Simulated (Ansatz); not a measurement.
# SiC+ (quartet): wave-function methods side by side, def2-TZVPP

An exercise on one series of results from a longer session: the logs are not shown, and one member is left open.

Method: def2-TZVPP, core rule «outside noble gas», up to 6 orbitals frozen; program: Ansatz 0.2.0, Gaussian basis.

Plan: UHF; ROHF; CCSD(T) on UHF.

2 further runs of the same task are left out: 2 set aside as unsound or not needed.

## The system

The geometry is a PBE0/def2-TZVP stationary point (not a proven minimum) of the parent state, kept for this charge and spin.

2 atoms, charge 1, spin multiplicity 4.

Atoms are counted from 1 here; the program's logs count them from 0.

Bond lengths: Si1–C2 1.710 Å.

As a file:

```
Si    0.0000    0.0000    0.0000
C     0.0000    0.0000    1.7100
```

Set-up of the first run:

The input, in.yaml:

```yaml
crystal:
  periodic: [false, false, false]
  atoms:
    - {symbol: Si, position_ang: [0.000000, 0.000000, 0.000000]}
    - {symbol: C, position_ang: [0.000000, 0.000000, 1.709998]}
basis:
  gaussian: {orbitals: def2-TZVPP}
total_charge: 1
magnetization: {spin_polarized: true, initial_magnetization: 3}
hamiltonian: {xc: hf}
output: {orbitals: {seedname: orbitals}}
```

On the command line:

```
ansatz run in.yaml --threads 1 --pin off --events-out ev --progress --plain --max-ram 2560MiB --backend cpu
```

Steps of the session up to this table: UHF; ROHF; CCSD(T) on UHF.

One of the session's tables, all rows but one given; the rest of the session is left out.

```
  method  from UCCSD(T) (meV)
    ROHF              +4753.1
     UHF              +4716.6
    UMP2              +1080.5
   UCCSD                    ?
UCCSD(T)                    0
```

Estimate the missing values for UCCSD.

**Answer.** from UCCSD(T) (meV): +207.1. In the column «from UCCSD(T) (meV)» it lies between UCCSD(T) (0) and UMP2 (+1080.5).
